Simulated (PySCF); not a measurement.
Task: Give a PBE0-D3(BJ)/def2-SVP geometry of `O=CC#C/C=N\[H]`.

Result: 
```xyz
9
C4H3NO angstrom
N     -2.4641   -0.4540    0.8812
C     -1.7951    0.0938   -0.0518
C     -0.3652    0.1038   -0.1719
C      0.8489    0.0995   -0.2704
C      2.2957    0.1293   -0.3567
O      2.9519   -0.6940   -0.9394
H     -1.8373   -0.9051    1.5571
H     -2.3412    0.6158   -0.8549
H      2.7648    0.9939    0.1728
```

Orientation and origin are arbitrary. Atoms count from 1 in this order. The 3 C–C bonds span 1.218 Å (C3≡C4, drawn triple) to 1.450 Å (C4–C5, drawn single), a spread of 0.232 Å.

Bonds between heavy atoms (Å): N1=C2 1.272, C2–C3 1.435, C3≡C4 1.218, C4–C5 1.450, C5=O6 1.203.

Computed, not measured: PySCF, PBE0-D3(BJ)/def2-SVP geometry optimisation, gas phase.

Point group: C1 (no symmetry element, even within 0.4 Å). Stationary, but not proved a minimum.
